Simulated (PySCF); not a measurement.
**[S3]+: relaxation and vibrations of the doublet**

Where does doublet [S3]+ go from a bent start, is the end point a minimum, and what are its modes, charges and moments?

Method: PBE0, basis S def2-TZVP, no relativity, density fitting; program: PySCF 2.14.0.

### Step 1. Starting geometry

3 atoms, charge 1, spin multiplicity 2.

Bond lengths: S1–S2 1.842 Å, S1–S3 1.842 Å. Angles: S2–S1–S3 110.0°.

```xyz
3
charge 1 multiplicity 2
S     0.0000    0.0000    0.0000
S     1.5092    0.0000    1.0568
S    -1.5092    0.0000    1.0568
```

### Step 2. First SCF at the start

The steps below are one call of a driver around PySCF. For each, scf.py gives the equivalent set-up of the SCF; relaxations use the driver's own optimiser. After this first run the driver tries any further starts and a stability analysis.

scf.py

```python
from pyscf import gto, scf, dft
mol = gto.M(atom='''
S      0.000000     0.000000     0.000000
S      1.509200     0.000000     1.056800
S     -1.509200     0.000000     1.056800''',
    basis={'S': 'def2-TZVP'},
    charge=1, spin=1)
mf = dft.UKS(mol, xc='PBE0')
mf.grids.atom_grid = (50, 194)
aux = {'S': 'def2-universal-JKFIT'}
mf = mf.density_fit(auxbasis=aux)
mf.conv_tol = 1e-08
mf.diis_space = 10
mf.max_cycle = 60
mf.init_guess = 'minao'
mf.verbose = 4
mf.kernel()
```

Started as:

```sh
> OMP_NUM_THREADS=4 python axn.py task.json out
```

Log:

```text
init E= -1194.82492863541
[... the frontier-level lines of each cycle are left out ...]
cycle= 1 E= -1193.79530918209  delta_E= 1.03  |g|= 0.229  |ddm|= 1.47
cycle= 2 E= -1193.78224724123  delta_E= 0.0131  |g|= 0.289  |ddm|= 0.479
cycle= 3 E= -1193.82313661662  delta_E= -0.0409  |g|= 0.0724  |ddm|= 0.259
cycle= 4 E= -1193.82563756599  delta_E= -0.0025  |g|= 0.0145  |ddm|= 0.068
cycle= 5 E= -1193.82576264626  delta_E= -0.000125  |g|= 0.00556  |ddm|= 0.0155
cycle= 6 E= -1193.82578467605  delta_E= -2.2e-05  |g|= 0.00168  |ddm|= 0.00609
cycle= 7 E= -1193.82578819019  delta_E= -3.51e-06  |g|= 0.000487  |ddm|= 0.0029
cycle= 8 E= -1193.82578862896  delta_E= -4.39e-07  |g|= 0.000211  |ddm|= 0.0012
cycle= 9 E= -1193.82578870599  delta_E= -7.7e-08  |g|= 6.33e-05  |ddm|= 0.000463
cycle= 10 E= -1193.82578871791  delta_E= -1.19e-08  |g|= 1.4e-05  |ddm|= 0.000218
cycle= 11 E= -1193.82578871856  delta_E= -6.44e-10  |g|= 4.56e-06  |ddm|= 4.26e-05
Extra cycle  E= -1193.82578871859  delta_E= -3.64e-11  |g|= 3.87e-06  |ddm|= 1.02e-05
converged SCF energy = -1193.82578871859  <S^2> = 0.76199915  2S+1 = 2.0119634
```

This step, with its further starts and checks, needed 5 s of wall time on 4 threads of Arm Neoverse V1, shared host.

The test of internal stability found no lower solution of this spin.

### Step 3. Relaxation: bent start, doublet

The program finds C2v symmetry in the start, which this walk keeps.

scf.py: that of step 2 with these lines changed.

```diff
@@ -3,3 +3,3 @@
-S      0.000000     0.000000     0.000000
-S      1.509200     0.000000     1.056800
-S     -1.509200     0.000000     1.056800''',
+S      0.000000     0.000000    -0.704533
+S      1.509200     0.000000     0.352267
+S     -1.509200     0.000000     0.352267''',
@@ -15 +14,0 @@
-mf.init_guess = 'minao'
```

Steps of the walk:

| step | energy (Eh) | change (kJ/mol) | largest symmetric gradient (Eh/bohr) |
| --- | --- | --- | --- |
| 0 | -1193.825789 | 0.00 | 0.06990 |
| 1 | -1193.833920 | -21.35 | 0.01148 |
| 2 | -1193.834514 | -22.91 | 0.00512 |
| 3 | -1193.834716 | -23.44 | 0.00084 |
| 4 | -1193.834717 | -23.44 | 0.00007 |

The walk took 6.8 s.

After 4 steps and 23.4 kJ/mol it ends at C2v: S–S 1.912 Å (×2); S–S–S 99.9°.

### Step 4. Hessian and properties

The point is checked on the finer grid, and tightened if its gradient asks for it. The Hessian and the dipole derivatives come from central differences of analytic gradients, with steps of 0.02 bohr.

scf.py: that of step 3 with these lines changed.

```diff
@@ -3,3 +3,3 @@
-S      0.000000     0.000000    -0.704533
-S      1.509200     0.000000     0.352267
-S     -1.509200     0.000000     0.352267''',
+S      0.000000     0.000000    -0.819849
+S      1.463933     0.000000     0.409924
+S     -1.463933     0.000000     0.409924''',
@@ -9 +9 @@
-mf.grids.atom_grid = (50, 194)
+mf.grids.atom_grid = (75, 302)
@@ -12 +12 @@
-mf.conv_tol = 1e-08
+mf.conv_tol = 1e-10
```

This SCF starts from the last density.

SCF at the final geometry:

```text
init E= -1193.83472317899
[... the frontier-level lines of each cycle are left out ...]
cycle= 1 E= -1193.83472317135  delta_E= 7.64e-09  |g|= 0.000106  |ddm|= 0.00012
cycle= 2 E= -1193.83472304585  delta_E= 1.26e-07  |g|= 0.00043  |ddm|= 0.000484
cycle= 3 E= -1193.83472317948  delta_E= -1.34e-07  |g|= 3.35e-06  |ddm|= 0.000389
cycle= 4 E= -1193.83472317949  delta_E= -9.09e-12  |g|= 6.81e-08  |ddm|= 2.56e-06
Extra cycle  E= -1193.83472317949  delta_E= -9.09e-13  |g|= 4.95e-08  |ddm|= 1.85e-07
converged SCF energy = -1193.83472317949  <S^2> = 0.76104607  2S+1 = 2.0110157
```

The whole step took 26 s.

Geometry: C2v; S–S 1.912 Å (×2); S–S–S 99.9°.

Harmonic modes (main isotopes):

| symmetry | ω (cm⁻¹) | IR (km/mol) | type |
| --- | --- | --- | --- |
| a1 | 237 | 1.5 | bend |
| b2 | 565 | 0.0 | stretch |
| a1 | 680 | 1.1 | stretch |

No imaginary mode, so this is a minimum.

Constants and moments:

| Quantity | Value |
| --- | --- |
| Dipole moment about the centre of mass | 0.40 D |
| Highest occupied level | -14.16 eV |
| Lowest empty level | -11.27 eV |
| Rotational constants | 0.523, 0.123, 0.09959 cm⁻¹ |
| Zero-point energy | 8.9 kJ/mol |
| Principal polarisabilities | 27.8, 39.4, 89.0 bohr³ |
| Principal traceless quadrupole moments about the centre of mass | -6.41, -2.33, 8.74 D Å |
| Entropy at 298.15 K and 1 bar (electronic part: spin only) | 281.7 J/(mol K) |
| Heat capacity Cp at 298.15 K | 49.0 J/(mol K) |
| Enthalpy at 298.15 K above 0 K | 12.03 kJ/mol |
| Rotational symmetry number | 2 |
| Spin squared ⟨S²⟩ | 0.761 |

Charges (e) and bond orders:

```tsv
atom	Mulliken	Löwdin	polar tensor	spin (Mulliken)	Mayer order to S1
S1	0.44	0.35	0.43	-0.06	–
S2,3	0.28	0.32	0.28	0.53	1.68
```

Mulliken populations on S1: s 5.83, p 9.37, d 0.34, f 0.02.

### Step 5. Results

| quantity | value |
| --- | --- |
| minimum | doublet, C2v |
| geometry | S–S 1.912 Å (×2); S–S–S 99.9° |
| wavenumbers (cm⁻¹) | 237 (a1), 565 (b2), 680 (a1) |
| dipole moment (centre of mass) | 0.40 D |
| highest occupied, lowest empty level (either spin) | -14.16, -11.27 eV |
| polar-tensor charge of S1 | +0.43 e |
| zero-point energy | 8.9 kJ/mol |
| entropy at 298.15 K | 281.7 J/(mol K) |
| ⟨S²⟩ | 0.761 |

The molecule stays C2v, as typed, and the end point is a minimum. The strongest infrared band lies at 237 cm⁻¹ (a1, bend). Other starts or spin states, not run here, may lie lower.

The search up to here took 37 s.
